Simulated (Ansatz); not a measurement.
Results of LDA (plane waves, PAW; Ansatz, an electronic-structure program) for LaNbO4 (C2/c, No. 15).

Settings: plane-wave cutoff 520 eV, 8×8×8 k mesh, Fermi–Dirac smearing 0.01 eV, no spin polarisation, scalar-relativistic PAW data made under PBE.

Cell (relaxed with PBEsol):

```
CELL_PARAMETERS angstrom
      3.62316    -5.71078     0.02261
      3.62316     5.71078     0.02261
     -3.35391     0.00000     3.91597
ATOMIC_POSITIONS crystal
  La 0.63054 0.36946 0.75000
  La 0.36946 0.63054 0.25000
  Nb 0.10029 0.89971 0.75000
  Nb 0.89971 0.10029 0.25000
  O  0.79643 0.73336 0.30730
  O  0.20357 0.26664 0.69270
  O  0.26664 0.20357 0.19270
  O  0.73336 0.79643 0.80730
  O  0.05568 0.64655 0.83945
  O  0.94432 0.35345 0.16055
  O  0.35345 0.94432 0.66055
  O  0.64655 0.05568 0.33945
```

Question: Give the computed band gap, smallest direct gap on the k points sampled and direct gap at Γ.

Answer: 
band gap: 3.60 eV
smallest direct gap on the k points sampled: 3.78 eV
direct gap at Γ: 3.91 eV

Measured, for comparison: band gap 4.35 eV (temperature not stated, not corrected to a static lattice, diffuse reflectance of powders, Elliott-model fit; as tabulated in Garg et al. (2023), arXiv:2401.13477).

Note: cell and atoms aren't relaxed at this level (pressure -4.3 GPa).

Spin–orbit coupling is not included.

The computed numbers hold no vibrational or temperature effects.

Computing time: around 2.3 core-minutes (rough).
